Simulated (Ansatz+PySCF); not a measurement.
The numbers below are computed, except where a source is named.
Input for PySCF 2.14.0:

```python
from pyscf import gto, scf, cc

mol = gto.M(atom="""
O 0.000000 0.000000 0.000000
Na 1.023810 1.365080 2.955490
""", basis='sto-3g', charge=1, spin=0)
mf = scf.UHF(mol)
mf.kernel()
mycc = cc.CCSD(mf, frozen=2).run()
et = mycc.ccsd_t()
print(mf.e_tot, mycc.e_corr, et, mycc.e_tot + et)
```

The script is written out from the run's settings.

Results

- Converged: yes
- Reference energy: -233.44945 hartree
- CCSD correlation energy: -0.08656 hartree
- Triples correction: -0.00164 hartree
- Total energy: -233.53765 hartree
- Spin squared of the determinant: 0.000

This is not the lowest solution: another run reaches a determinant 2.58 eV lower. Caution: large amplitudes, a single reference is doubtful.
